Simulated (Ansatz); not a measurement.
Compare A (`[SiH2]N[SiH3]`•) with its isomer B (`N[SiH][SiH3]`•).

Computed with Ansatz on PBE0-D4/def2-TZVP structures; ΔE is electronic, products minus reactants. CCSD(T)/CBS is the MP2 limit (def2-TZVPP, def2-QZVPP) plus CCSD(T) − MP2 in def2-TZVPP, frozen cores. Functionals use def2-TZVPP. B3LYP here is the variant with VWN-RPA as its local correlation; programs differ in this. No spin–orbit coupling; open shells (•) take unrestricted orbitals. One conformer a species, not always the lowest.

(1) Which is lower in electronic energy at CCSD(T)/CBS, and by how much? (An estimate is asked.)

(2) Give E(B) − E(A) in kJ/mol with B3LYP, CCSD(T)/def2-SVP, ωB97M-V, B2PLYP, BLYP-D4, B3LYP-D4, r2SCAN-D4. (Estimate.)

(3) Does the order hold for the free energy at 298.15 K (harmonic terms from PBE0-D4)? (Estimate.)

Largest T1 diagnostic: 0.016.

Answers

(1) Ansatz gave: A, by 41.0 kJ/mol.

(2) Computed: B3LYP 36.3, CCSD(T)/def2-SVP 43.3, ωB97M-V 41.8, B2PLYP 42.6, BLYP-D4 33.9, B3LYP-D4 38.1, r2SCAN-D4 33.0. None reverses the order clearly.

(3) Computed: Yes: G(B) − G(A) = +46.8 kJ/mol, for one conformer each. Modes under 60 cm⁻¹, often nearly free rotors, make the harmonic entropy too high.

From BLYP to BHLYP (50 % exact exchange), in def2-TZVPP and without D4, E(B) − E(A) moves by +15.0 kJ/mol. Leaving LDA and LC-ωPBE aside and taking each functional with its dispersion term where it has one, the values, not all of them listed here, spread over 27.3 kJ/mol, from PBE-D4 to BHLYP-D4.
